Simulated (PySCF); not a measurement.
N₂: mean field, correlation and small terms against distance

State: singlet, closed shell. RHF-based CCSD(T) in PySCF 2.14 with N aug-cc-pVTZ and N aug-cc-pVQZ (frozen core orbitals: 2; no relativity). Correlation energies are extrapolated as n⁻³ (n = 3, 4), Hartree–Fock as (n+1)·exp(−9√n). CV is the change on freezing 0 orbitals instead, in N cc-pwCVTZ. SR is the spin-free X2C energy in N cc-pVTZ-DK less the non-relativistic one in N cc-pVTZ. All energies in eV from N + N.

```csv
R (Å),HF/CBS,CCSD corr.,(T),CV,SR,total
0.9635,-3.840,-3.875,-0.2826,-0.0813,-0.0006,-8.079
1.0073,-4.733,-4.042,-0.3201,-0.0659,0.0024,-9.158
1.0511,-5.082,-4.224,-0.3613,-0.0525,0.0045,-9.716
1.0949,-5.025,-4.420,-0.4065,-0.0407,0.0059,-9.886
1.1387,-4.664,-4.628,-0.4558,-0.0305,0.0068,-9.772
1.1935,-3.908,-4.906,-0.5236,-0.0196,0.0072,-9.350
1.2482,-2.925,-5.201,-0.5979,-0.0104,0.0072,-8.726
```

A fit to the total gives Re = 1.0970 Å, De = 9.886 eV, ωe = 2371.0 cm⁻¹, Be = 2.001 cm⁻¹ (masses 14.0031 and 14.0031 u).

**Question.** At R = 1.0949 Å the CCSD correlation energy is -0.376349 hartree in the smaller basis and -0.394739 in the larger. Extrapolate it.

**Answer.** (4³·E4 − 3³·E3)/(4³ − 3³) = -0.40816 hartree; the larger basis holds 96.7 % of it.

The T1 diagnostic is 0.013. The open-shell atoms are computed with UHF. Spin–orbit coupling, excitations beyond (T) and corrections to the Born–Oppenheimer picture are left out.
